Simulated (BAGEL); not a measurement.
**C2H2FNS (SMILES FC1(S)C=N1) at RI-MP2/6-31G(d) (density fitting with qzvpp-jkfit, spherical functions)**

What is the energy change on altering one bond length of C2H2FNS at RI-MP2/6-31G* (density fitting with qzvpp-jkfit, spherical functions)? 

The calculation is run with BAGEL 1.2.2.

3 further runs of the same task are left out: 1 that didn't finish, 2 set aside as unsound or not needed.

## (1) The molecule

The species is C2H2FNS (7 atoms), meant as a singlet with charge 0. SMILES: `FC1(S)C=N1`. The shape is that of a PBE0-D4/def2-TZVP optimisation. This is one conformer, not always the lowest.

Bond lengths: F1–C2 1.363 Å, C2–S3 1.769 Å, C2–C4 1.421 Å, C2–N5 1.472 Å, C4–N5 1.259 Å, S3–H6 1.345 Å, C4–H7 1.082 Å. Some angles: F1–C2–S3 112.7°, F1–C2–C4 118.2°, F1–C2–N5 113.9°, S3–C2–C4 124.3°, S3–C2–N5 122.6°, C4–C2–N5 51.5°, C2–C4–N5 66.3°, C2–N5–C4 62.1°, C2–S3–H6 95.3°, C2–C4–H7 153.8°.

## (2) A single-point energy at RI-MP2/6-31G(d) (density fitting with qzvpp-jkfit, spherical functions)

File calc.json:

```json
{ "bagel" : [

{
  "title" : "molecule",
  "basis" : "6-31gs.json",
  "df_basis" : "qzvpp-jkfit",
  "angstrom" : "true",
  "geometry" : [
    { "atom" : "F", "xyz" : [   -0.920500,   -1.323900,    0.173800 ] },
    { "atom" : "C", "xyz" : [   -0.150000,   -0.203700,    0.075900 ] },
    { "atom" : "S", "xyz" : [    0.372900,    0.406500,    1.652100 ] },
    { "atom" : "C", "xyz" : [   -0.273800,    0.595700,   -1.092400 ] },
    { "atom" : "N", "xyz" : [    0.718500,   -0.178200,   -1.112300 ] },
    { "atom" : "H", "xyz" : [    1.082000,   -0.688200,    1.979900 ] },
    { "atom" : "H", "xyz" : [   -0.768000,    1.323700,   -1.722600 ] }
  ]
},
{
  "title" : "hf"
},
{
  "title" : "mp2",
  "ncore" : 9
}

]}
```

The basis set 6-31G* is read from a file made from the Basis Set Exchange's data (not shown).

On the command line:

```
BAGEL_NUM_THREADS=1 BAGEL calc.json > calc.out
```

Standard output:

```text
* using 1 threads per process

  ===============================================================
  ===============================================================

  *** Geometry ***

  { "atom" : "F", "xyz" : [     -1.739493,     -2.501808,      0.328434 ] },
  { "atom" : "C", "xyz" : [     -0.283459,     -0.384937,      0.143430 ] },
  { "atom" : "S", "xyz" : [      0.704679,      0.768174,      3.122017 ] },
  { "atom" : "C", "xyz" : [     -0.517407,      1.125710,     -2.064337 ] },
  { "atom" : "N", "xyz" : [      1.357768,     -0.336749,     -2.101942 ] },
  { "atom" : "H", "xyz" : [      2.044684,     -1.300510,      3.741469 ] },
  { "atom" : "H", "xyz" : [     -1.451310,      2.501430,     -3.255242 ] },

  Number of auxiliary basis functions:      468

  Since a DF basis is specified, we compute 2- and 3-index integrals:
    o Being stored without compression. Storage requirement is 0.023 GB

  Number of basis functions:       78
  Number of electrons      :       46

    * METHOD: MOLECULE                             0.22

  *** RHF ***

  === Nuclear Repulsion ===
   210.9699103320

      * DIIS with orbital gradients will be used.

  === RHF iteration (6-31gs.json) ===
      0       -627.99277561          0.02054371           0.06
      1       -628.11830373          0.01449900           0.05
      2       -628.19603906          0.00188793           0.05
      3       -628.19845818          0.00073654           0.05
      4       -628.19874567          0.00018873           0.05
      5       -628.19878258          0.00009875           0.05
      6       -628.19879105          0.00004346           0.05
      7       -628.19879392          0.00001486           0.05
      8       -628.19879419          0.00000683           0.05
      9       -628.19879422          0.00000347           0.05
     10       -628.19879424          0.00000116           0.06
     11       -628.19879424          0.00000042           0.08
     12       -628.19879424          0.00000019           0.05
     13       -628.19879424          0.00000007           0.05
     14       -628.19879424          0.00000003           0.05
     15       -628.19879424          0.00000002           0.05
     16       -628.19879424          0.00000001           0.05
    * SCF iteration converged.

    * Permanent dipole moment:
           (    0.253425,    -0.671276,     0.167634) a.u.

    * METHOD: HF                                   1.11

  *** RHF ***

  === Nuclear Repulsion ===
   210.9699103320

      * DIIS with orbital gradients will be used.

  === RHF iteration (6-31gs.json) ===
      0       -628.19879424          0.00000001           0.05
    * SCF iteration converged.

    * Permanent dipole moment:
           (    0.253425,    -0.671276,     0.167634) a.u.

  === DF-MP2 calculation ===

    * freezing 9 orbitals
    * 3-index integral transformation done
    * assembly done

      MP2 correlation energy:   -0.6982962334      0.03

      MP2 total energy:       -628.8970904703

    * METHOD: MP2                                  0.16

  ===============================================================
```

Run time: 1.7 s. Hardware: 1 thread of AMD EPYC 7B13 (Zen 3), shared host; peak memory 0.11 GiB.

## (3) The distorted shape, same level

File input.json:

```json
{ "bagel": [

{
  "title": "molecule",
  "basis": "6-31gs.json",
  "df_basis": "qzvpp-jkfit",
  "angstrom": true,
  "geometry": [
    { "atom": "F", "xyz": [   -0.673422,   -1.687868,    0.488872 ] },
    { "atom": "C", "xyz": [    0.097078,   -0.567668,    0.390972 ] },
    { "atom": "S", "xyz": [    0.619978,    0.042532,    1.967172 ] },
    { "atom": "C", "xyz": [   -0.026722,    0.231732,   -0.777328 ] },
    { "atom": "N", "xyz": [    0.965578,   -0.542168,   -0.797228 ] },
    { "atom": "H", "xyz": [    1.329078,   -1.052168,    2.294972 ] },
    { "atom": "H", "xyz": [   -0.768000,    1.323700,   -1.722600 ] }
  ]
},
{
  "title": "hf"
},
{
  "title": "mp2",
  "ncore": 9
}

]}
```

The basis set 6-31G* is read from a file made from the Basis Set Exchange's data (not shown).

On the command line:

```
BAGEL_NUM_THREADS=1 BAGEL input.json > input.out
```

Standard output:

```text
* using 1 threads per process

  ===============================================================
  ===============================================================

  *** Geometry ***

  { "atom" : "F", "xyz" : [     -1.272583,     -3.189608,      0.923834 ] },
  { "atom" : "C", "xyz" : [      0.183451,     -1.072737,      0.738830 ] },
  { "atom" : "S", "xyz" : [      1.171589,      0.080374,      3.717416 ] },
  { "atom" : "C", "xyz" : [     -0.050497,      0.437910,     -1.468937 ] },
  { "atom" : "N", "xyz" : [      1.824678,     -1.024549,     -1.506543 ] },
  { "atom" : "H", "xyz" : [      2.511593,     -1.988309,      4.336869 ] },
  { "atom" : "H", "xyz" : [     -1.451310,      2.501430,     -3.255242 ] },

  Number of auxiliary basis functions:      468

  Since a DF basis is specified, we compute 2- and 3-index integrals:
    o Being stored without compression. Storage requirement is 0.023 GB

  Number of basis functions:       78
  Number of electrons      :       46

    * METHOD: MOLECULE                             0.22

  *** RHF ***

  === Nuclear Repulsion ===
   208.9867773451

      * DIIS with orbital gradients will be used.

  === RHF iteration (6-31gs.json) ===
      0       -627.88711230          0.02078343           0.06
      1       -628.01768162          0.01507000           0.05
      2       -628.10304032          0.00204879           0.05
      3       -628.10595753          0.00090884           0.05
      4       -628.10640293          0.00021544           0.05
      5       -628.10645395          0.00011035           0.05
      6       -628.10646472          0.00005292           0.05
      7       -628.10646879          0.00001641           0.05
      8       -628.10646916          0.00000625           0.05
      9       -628.10646920          0.00000364           0.05
     10       -628.10646922          0.00000118           0.05
     11       -628.10646922          0.00000043           0.07
     12       -628.10646922          0.00000019           0.05
     13       -628.10646922          0.00000006           0.05
     14       -628.10646922          0.00000003           0.05
     15       -628.10646922          0.00000002           0.05
     16       -628.10646922          0.00000001           0.05
    * SCF iteration converged.

    * Permanent dipole moment:
           (    0.232745,    -0.637426,     0.104850) a.u.

    * METHOD: HF                                   1.07

  *** RHF ***

  === Nuclear Repulsion ===
   208.9867773451

      * DIIS with orbital gradients will be used.

  === RHF iteration (6-31gs.json) ===
      0       -628.10646922          0.00000001           0.05
    * SCF iteration converged.

    * Permanent dipole moment:
           (    0.232745,    -0.637425,     0.104850) a.u.

  === DF-MP2 calculation ===

    * freezing 9 orbitals
    * 3-index integral transformation done
    * assembly done

      MP2 correlation energy:   -0.7118787973      0.03

      MP2 total energy:       -628.8183480140

    * METHOD: MP2                                  0.15

  ===============================================================
```

Run time: 1.7 s. Hardware: 1 thread of AMD EPYC 7B13 (Zen 3), shared host; peak memory 0.11 GiB.

## (4) What came out

At RI-MP2/6-31G* (density fitting with qzvpp-jkfit, spherical functions), 9 core orbitals frozen:

```
                                                         quantity          value
                                        first shape: total energy  -628.89709 Eh
         first shape: correlation energy (9 core orbitals frozen)     -698.3 mEh
                                    distorted shape: total energy  -628.81835 Eh
     distorted shape: correlation energy (9 core orbitals frozen)     -711.9 mEh
energy change with the C4–H7 bond stretched from 1.082 to 1.623 Å       2.143 eV
```

One bond (distorted shape) is far stretched, which a spin-restricted single reference describes badly; perturbation theory on it can break down and give far too much correlation. With the C4–H7 bond stretched from 1.082 to 1.623 Å the energy rises by 2.14 eV (49 kcal/mol). The first shape isn't relaxed at this level, so the change isn't measured from a minimum. A restricted reference can't describe the breaking bond well at this length.
